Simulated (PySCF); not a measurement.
**PN (SMILES N#P): HF/DZVP2 (density fitting with def2-universal-jkfit, SS(V)PE cyclohexane)**

Wanted: a geometry optimisation of PN. 

The calculation is run with PySCF 2.14.0.

5 further runs of the same task are left out: 2 that didn't finish, 3 set aside as unsound or not needed.

## (1) The structure to begin with

The species is PN (2 atoms), meant as a singlet with charge 0. As SMILES, `N#P`. All atoms were displaced at random from a relaxed shape. The run starts from this shape.

Bond lengths: N1–P2 1.667 Å.

## (2) A structure relaxation at HF/DZVP2 (density fitting with def2-universal-jkfit, SS(V)PE cyclohexane)

input.py reads:

```python
from pyscf import gto, solvent
from pyscf.geomopt.geometric_solver import kernel as optimise

molecule = gto.M(
    atom='''
N     -0.039868     0.041132    -0.266270
P     -0.007548    -0.117089     2.879888
''',
    max_memory=1860,
    verbose=3,
    unit='bohr',
    basis='dzvp2',
    spin=0,
)

calc0 = molecule.RHF()
calc0 = calc0.density_fit(auxbasis='def2-universal-jkfit')
calc0 = calc0.PCM()
calc0.with_solvent.method = 'SS(V)PE'
calc0.with_solvent.eps = 2.0165  # cyclohexane
calc0.diis_space = 12
calc0.init_guess = 'sap'
converged, mol_eq = optimise(calc0, maxsteps=100)
print('converged:', converged)
print(mol_eq.tostring())

calc0.reset(mol_eq)
molecule = mol_eq
calc0.kernel()
e_tot = calc0.e_tot
print('E(%s) = %.9f' % ('HF', e_tot))
```

The run is started by

```bash
$ OMP_NUM_THREADS=1 python input.py
```

The log of the run:

```text
maxiter                   100
----------------------------------------------------------
Custom engine selected.
Bonds will be generated from interatomic distances less than 1.20 times sum of covalent radii
6 internal coordinates being used (instead of 6 Cartesians)
Internal coordinate system (atoms numbered from 1):
Distance 1-2
Translation-X 1-2
Translation-Y 1-2
Translation-Z 1-2
Rotation-A 1-2
Rotation-B 1-2
Rotation-C 1-2
> ===== Optimization Info: ====
> Job type: Energy minimization
> Maximum number of optimization cycles: 100
> Initial / maximum trust radius (Angstrom): 0.100 / 0.300
> Convergence Criteria:
> Will converge when all 5 criteria are reached:
>  |Delta-E| < 1.00e-06
>  RMS-Grad  < 3.00e-04
>  Max-Grad  < 4.50e-04
>  RMS-Disp  < 1.20e-03
>  Max-Disp  < 1.80e-03
> === End Optimization Info ===

Geometry optimization cycle 1
Cartesian coordinates (Angstrom)
 Atom        New coordinates             dX        dY        dZ
   N  -0.021097   0.021766  -0.140904    0.000000  0.000000  0.000000
   P  -0.003994  -0.061961   1.523971    0.000000  0.000000  0.000000

WARN: PCM is an experimental feature. It is still in testing.
Features and APIs may be changed in the future.

Found SAP basis sapgrasplarge
converged SCF energy = -395.075420666677
--------------- PCMDFRHF_Scanner (+PCM) gradients ---------------
         x                y                z
0 N    -0.0021937465     0.0107387228    -0.2136011239
1 P     0.0021937465    -0.0107387228     0.2136011239
----------------------------------------------
cycle 1: E = -395.075420667  dE = -395.075  norm(grad) = 0.302475
Step    0 : Gradient = 2.139e-01/2.139e-01 (rms/max) Energy = -395.0754206667
Hessian Eigenvalues: 5.00000e-02 5.00000e-02 5.00000e-02 ... 5.00000e-02 5.00000e-02 4.01648e-01

Geometry optimization cycle 2
Cartesian coordinates (Angstrom)
 Atom        New coordinates             dX        dY        dZ
   N  -0.020074   0.016760  -0.041035    0.001023 -0.005006  0.099869
   P  -0.005018  -0.056954   1.424102   -0.001023  0.005006 -0.099869

WARN: PCM is an experimental feature. It is still in testing.
Features and APIs may be changed in the future.

converged SCF energy = -395.126800889995
--------------- PCMDFRHF_Scanner (+PCM) gradients ---------------
         x                y                z
0 N    -0.0002036564     0.0009931365    -0.0198509332
1 P     0.0002036564    -0.0009931365     0.0198509332
----------------------------------------------
cycle 2: E = -395.12680089  dE = -0.0513802  norm(grad) = 0.02811
Step    1 : Displace = 1.000e-01/1.000e-01 (rms/max) Trust = 1.000e-01 (=) Grad = 1.988e-02/1.988e-02 (rms/max) E (change) = -395.1268008900 (-5.138e-02) Quality = 0.985
Hessian Eigenvalues: 5.00000e-02 5.00000e-02 5.00000e-02 ... 5.00000e-02 5.00000e-02 5.13316e-01

Geometry optimization cycle 3
Cartesian coordinates (Angstrom)
 Atom        New coordinates             dX        dY        dZ
   N  -0.019975   0.016351  -0.030797    0.000099 -0.000409  0.010237
   P  -0.005117  -0.056546   1.413864   -0.000099  0.000409 -0.010237

WARN: PCM is an experimental feature. It is still in testing.
Features and APIs may be changed in the future.

converged SCF energy = -395.126896240845
--------------- PCMDFRHF_Scanner (+PCM) gradients ---------------
         x                y                z
0 N     0.0001604792    -0.0007899635     0.0155818856
1 P    -0.0001604792     0.0007899635    -0.0155818856
----------------------------------------------
cycle 3: E = -395.126896241  dE = -9.53508e-05  norm(grad) = 0.0220656
Step    2 : Displace = 1.025e-02/1.025e-02 (rms/max) Trust = 1.414e-01 (+) Grad = 1.560e-02/1.560e-02 (rms/max) E (change) = -395.1268962408 (-9.535e-05) Quality = 0.248
Hessian Eigenvalues: 4.99998e-02 5.00000e-02 5.00000e-02 ... 5.00000e-02 5.00000e-02 9.16255e-01

Geometry optimization cycle 4
Cartesian coordinates (Angstrom)
 Atom        New coordinates             dX        dY        dZ
   N  -0.020023   0.016613  -0.035295   -0.000049  0.000262 -0.004498
   P  -0.005068  -0.056807   1.418362    0.000049 -0.000262  0.004498

WARN: PCM is an experimental feature. It is still in testing.
Features and APIs may be changed in the future.

converged SCF energy = -395.127023887055
--------------- PCMDFRHF_Scanner (+PCM) gradients ---------------
         x                y                z
0 N    -0.0000046755     0.0000198472    -0.0004814108
1 P     0.0000046755    -0.0000198472     0.0004814108
----------------------------------------------
cycle 4: E = -395.127023887  dE = -0.000127646  norm(grad) = 0.000681428
Step    3 : Displace = 4.506e-03/4.506e-03 (rms/max) Trust = 5.123e-03 (-) Grad = 4.818e-04/4.818e-04 (rms/max) E (change) = -395.1270238871 (-1.276e-04) Quality = 0.961
Hessian Eigenvalues: 4.99996e-02 5.00000e-02 5.00000e-02 ... 5.00000e-02 5.00000e-02 9.44552e-01

Geometry optimization cycle 5
Cartesian coordinates (Angstrom)
 Atom        New coordinates             dX        dY        dZ
   N  -0.020027   0.016685  -0.035156   -0.000003  0.000072  0.000139
   P  -0.005065  -0.056880   1.418223    0.000003 -0.000072 -0.000139

WARN: PCM is an experimental feature. It is still in testing.
Features and APIs may be changed in the future.

converged SCF energy = -395.127024013981
--------------- PCMDFRHF_Scanner (+PCM) gradients ---------------
         x                y                z
0 N     0.0000000155    -0.0000014353    -0.0000096367
1 P    -0.0000000155     0.0000014353     0.0000096367
----------------------------------------------
cycle 5: E = -395.127024014  dE = -1.26925e-07  norm(grad) = 1.37787e-05
Step    4 : Displace = 1.350e-04/1.350e-04 (rms/max) Trust = 7.245e-03 (+) Grad = 9.743e-06/9.743e-06 (rms/max) E (change) = -395.1270240140 (-1.269e-07) Quality = 1.027
Hessian Eigenvalues: 4.99996e-02 5.00000e-02 5.00000e-02 ... 5.00000e-02 5.00000e-02 9.44552e-01
Converged! =D

converged: True
N          -0.02002672        0.01668487       -0.03515629
P          -0.00506475       -0.05687958        1.41822338

WARN: PCM is an experimental feature. It is still in testing.
Features and APIs may be changed in the future.

Found SAP basis sapgrasplarge
converged SCF energy = -395.127024014212
E(HF) = -395.127024014
```

It took 6 s on 1 thread of Arm Neoverse V2, shared host; peak memory 0.19 GiB.

Step by step:

| step | energy from the first frame kept (eV) | largest force (eV/Å) |
| --- | --- | --- |
| 0 | 0.0000 | 10.9983 |
| 1 | -1.3981 | 1.0221 |
| 2 | -1.4007 | 0.8023 |
| 3 | -1.4042 | 0.0248 |
| 4 | -1.4042 | 0.0005 |

After the run. Bond lengths: N1–P2 1.455 Å.

## (3) What came out

Level: HF/DZVP2 (density fitting with def2-universal-jkfit, SS(V)PE cyclohexane).

```
                  quantity          value
   total energy at the end  -395.12702 Eh
             dipole moment         3.74 D
               HOMO energy      -12.30 eV
               LUMO energy        1.44 eV
             HOMO–LUMO gap       13.74 eV
               bond length        1.455 Å
solvent term in the energy   -12.4 kJ/mol
```

What this shows: At the final geometry: Bond lengths: N1–P2 1.455 Å. The optimisation took 4 steps and changed the energy by -1.404 eV.
